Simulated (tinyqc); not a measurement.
UHF in the sto-6g basis, for BH3, spin multiplicity 1, step by step. One step of it, computed by the program tinyqc.

Question. Iteration 2: diagonalisation and new density. Diagonalise F' = X^T F X, C = X C', fill 4 alpha and 4 beta electrons from the bottom; D(s) = C_occ C_occ^T. Each column has its largest component positive (the first on a tie).

extrapolated F(alpha) (hartree):
```
            1B 1s      1B 2s     1B 2px     1B 2py     1B 2pz      2H 1s      3H 1s      4H 1s
1B 1s   -7.326595  -2.070067  -0.000054   0.000000  -0.000438  -0.286838  -0.286466  -0.286466
1B 2s   -2.070067  -0.884149  -0.000669   0.000000   0.002378  -0.354213  -0.353900  -0.353900
1B 2px  -0.000054  -0.000669   0.003992   0.000000  -0.050198  -0.276061   0.137777   0.137777
1B 2py   0.000000   0.000000   0.000000  -0.002833   0.000000   0.000000  -0.240731   0.240731
1B 2pz  -0.000438   0.002378  -0.050198   0.000000   0.325411  -0.017976   0.012135   0.012135
2H 1s   -0.286838  -0.354213  -0.276061   0.000000  -0.017976  -0.206528  -0.056969  -0.056969
3H 1s   -0.286466  -0.353900   0.137777  -0.240731   0.012135  -0.056969  -0.206692  -0.056414
4H 1s   -0.286466  -0.353900   0.137777   0.240731   0.012135  -0.056969  -0.056414  -0.206692
```

extrapolated F(beta) (hartree):
```
            1B 1s      1B 2s     1B 2px     1B 2py     1B 2pz      2H 1s      3H 1s      4H 1s
1B 1s   -7.326596  -2.070067   0.000002   0.000000  -0.000443  -0.286849  -0.286460  -0.286460
1B 2s   -2.070067  -0.884152   0.000883   0.000000   0.002181  -0.353859  -0.354077  -0.354077
1B 2px   0.000002   0.000883   0.003988   0.000000   0.050198  -0.275891   0.137951   0.137951
1B 2py   0.000000   0.000000   0.000000  -0.002831   0.000000   0.000000  -0.240728   0.240728
1B 2pz  -0.000443   0.002181   0.050198   0.000000   0.325413   0.022131  -0.007984  -0.007984
2H 1s   -0.286849  -0.353859  -0.275891   0.000000   0.022131  -0.206991  -0.056986  -0.056986
3H 1s   -0.286460  -0.354077   0.137951  -0.240728  -0.007984  -0.056986  -0.206458  -0.056379
4H 1s   -0.286460  -0.354077   0.137951   0.240728  -0.007984  -0.056986  -0.056379  -0.206458
```

X:
```
            1B 1s      1B 2s     1B 2px     1B 2py     1B 2pz      2H 1s      3H 1s      4H 1s
1B 1s    1.030709  -0.159569  -0.000014   0.000000   0.000185   0.021347   0.021334   0.021334
1B 2s   -0.159569   1.197913   0.000143   0.000000  -0.001510  -0.207878  -0.207634  -0.207634
1B 2px  -0.000014   0.000143   1.103817   0.000000  -0.000001  -0.233883   0.116779   0.116779
1B 2py   0.000000   0.000000   0.000000   1.103769   0.000000   0.000000  -0.202393   0.202393
1B 2pz   0.000185  -0.001510  -0.000001   0.000000   1.000013   0.001854   0.001851   0.001851
2H 1s    0.021347  -0.207878  -0.233883   0.000000   0.001854   1.124136  -0.008709  -0.008709
3H 1s    0.021334  -0.207634   0.116779  -0.202393   0.001851  -0.008709   1.123914  -0.008724
4H 1s    0.021334  -0.207634   0.116779   0.202393   0.001851  -0.008709  -0.008724   1.123914
```

Give: F' = X^T F X; orbital energies; coefficients C; F' = X^T F X; orbital energies; coefficients C; D(alpha) after iteration 2; D(beta) after iteration 2.

Answer.

F' = X^T F X (alpha) (hartree):
```
         1        2        3        4        5        6        7        8
1  -7.1561  -1.1057   0.0000   0.0000  -0.0003  -0.0079  -0.0078  -0.0078
2  -1.1057  -0.2339  -0.0005   0.0000  -0.0001  -0.2637  -0.2636  -0.2636
3   0.0000  -0.0005   0.2062   0.0000  -0.0484  -0.3292   0.1643   0.1643
4   0.0000   0.0000   0.0000   0.1993   0.0000   0.0000  -0.2856   0.2856
5  -0.0003  -0.0001  -0.0484   0.0000   0.3254  -0.0085   0.0080   0.0080
6  -0.0079  -0.2637  -0.3292   0.0000  -0.0085   0.0139  -0.0139  -0.0139
7  -0.0078  -0.2636   0.1643  -0.2856   0.0080  -0.0139   0.0139  -0.0138
8  -0.0078  -0.2636   0.1643   0.2856   0.0080  -0.0139  -0.0138   0.0139
```

orbital energies (alpha) (hartree): MO1 -7.3294, MO2 -0.4870, MO3 -0.2994, MO4 -0.2984, MO5 0.3239, MO6 0.4126, MO7 0.5264, MO8 0.5339

coefficients C (alpha):
```
            MO1      MO2      MO3      MO4      MO5      MO6      MO7      MO8
1B 1s    0.9940  -0.2126   0.0000   0.0001  -0.0090  -0.2365   0.0000  -0.0005
1B 2s    0.0235   0.6295   0.0000  -0.0003   0.0395   1.0916   0.0000   0.0030
1B 2px   0.0000   0.0009   0.0000   0.4692   0.1157  -0.0069   0.0000   1.0329
1B 2py   0.0000   0.0000   0.4722   0.0000   0.0000   0.0000   1.0379   0.0000
1B 2pz   0.0000  -0.0025   0.0000   0.0654   0.9872  -0.0380   0.0000  -0.1405
2H 1s   -0.0037   0.2884   0.0000   0.5715  -0.1630  -0.6002   0.0000  -0.7521
3H 1s   -0.0037   0.2879   0.4950  -0.2863   0.0535  -0.6104  -0.6613   0.3726
4H 1s   -0.0037   0.2879  -0.4950  -0.2863   0.0535  -0.6104   0.6613   0.3726
```

F' = X^T F X (beta) (hartree):
```
         1        2        3        4        5        6        7        8
1  -7.1561  -1.1057  -0.0002   0.0000  -0.0003  -0.0079  -0.0078  -0.0078
2  -1.1057  -0.2339   0.0011   0.0000  -0.0003  -0.2635  -0.2637  -0.2637
3  -0.0002   0.0011   0.2062   0.0000   0.0484  -0.3290   0.1644   0.1644
4   0.0000   0.0000   0.0000   0.1994   0.0000   0.0000  -0.2856   0.2856
5  -0.0003  -0.0003   0.0484   0.0000   0.3254   0.0135  -0.0030  -0.0030
6  -0.0079  -0.2635  -0.3290   0.0000   0.0135   0.0133  -0.0139  -0.0139
7  -0.0078  -0.2637   0.1644  -0.2856  -0.0030  -0.0139   0.0142  -0.0138
8  -0.0078  -0.2637   0.1644   0.2856  -0.0030  -0.0139  -0.0138   0.0142
```

orbital energies (beta) (hartree): MO1 -7.3294, MO2 -0.4870, MO3 -0.2993, MO4 -0.2985, MO5 0.3238, MO6 0.4127, MO7 0.5266, MO8 0.5337

coefficients C (beta):
```
            MO1      MO2      MO3      MO4      MO5      MO6      MO7      MO8
1B 1s    0.9940  -0.2126   0.0000   0.0002  -0.0092  -0.2364   0.0000   0.0000
1B 2s    0.0235   0.6295   0.0000  -0.0013   0.0405   1.0915   0.0000  -0.0005
1B 2px   0.0000  -0.0011   0.0000   0.4690  -0.1158   0.0063   0.0000   1.0329
1B 2py   0.0000   0.0000   0.4724   0.0000   0.0000   0.0000   1.0378   0.0000
1B 2pz   0.0000  -0.0023   0.0000  -0.0653   0.9871  -0.0394   0.0000   0.1406
2H 1s   -0.0037   0.2879   0.0000   0.5730   0.1250  -0.6124   0.0000  -0.7486
3H 1s   -0.0037   0.2881   0.4949  -0.2850  -0.0916  -0.6043  -0.6614   0.3760
4H 1s   -0.0037   0.2881  -0.4949  -0.2850  -0.0916  -0.6043   0.6614   0.3760
```

D(alpha) after iteration 2:
```
          1B 1s    1B 2s   1B 2px   1B 2py   1B 2pz    2H 1s    3H 1s    4H 1s
1B 1s    1.0332  -0.1105  -0.0001   0.0000   0.0006  -0.0650  -0.0649  -0.0649
1B 2s   -0.1105   0.3968   0.0004   0.0000  -0.0016   0.1813   0.1812   0.1812
1B 2px  -0.0001   0.0004   0.2201   0.0000   0.0307   0.2684  -0.1341  -0.1341
1B 2py   0.0000   0.0000   0.0000   0.2230   0.0000   0.0000   0.2338  -0.2338
1B 2pz   0.0006  -0.0016   0.0307   0.0000   0.0043   0.0366  -0.0194  -0.0194
2H 1s   -0.0650   0.1813   0.2684   0.0000   0.0366   0.4098  -0.0806  -0.0806
3H 1s   -0.0649   0.1812  -0.1341   0.2338  -0.0194  -0.0806   0.4099  -0.0802
4H 1s   -0.0649   0.1812  -0.1341  -0.2338  -0.0194  -0.0806  -0.0802   0.4099
```

D(beta) after iteration 2:
```
          1B 1s    1B 2s   1B 2px   1B 2py   1B 2pz    2H 1s    3H 1s    4H 1s
1B 1s    1.0332  -0.1105   0.0003   0.0000   0.0005  -0.0648  -0.0650  -0.0650
1B 2s   -0.1105   0.3968  -0.0013   0.0000  -0.0014   0.1804   0.1816   0.1816
1B 2px   0.0003  -0.0013   0.2200   0.0000  -0.0306   0.2684  -0.1340  -0.1340
1B 2py   0.0000   0.0000   0.0000   0.2232   0.0000   0.0000   0.2338  -0.2338
1B 2pz   0.0005  -0.0014  -0.0306   0.0000   0.0043  -0.0381   0.0180   0.0180
2H 1s   -0.0648   0.1804   0.2684   0.0000  -0.0381   0.4112  -0.0803  -0.0803
3H 1s   -0.0650   0.1816  -0.1340   0.2338   0.0180  -0.0803   0.4092  -0.0807
4H 1s   -0.0650   0.1816  -0.1340  -0.2338   0.0180  -0.0803  -0.0807   0.4092
```
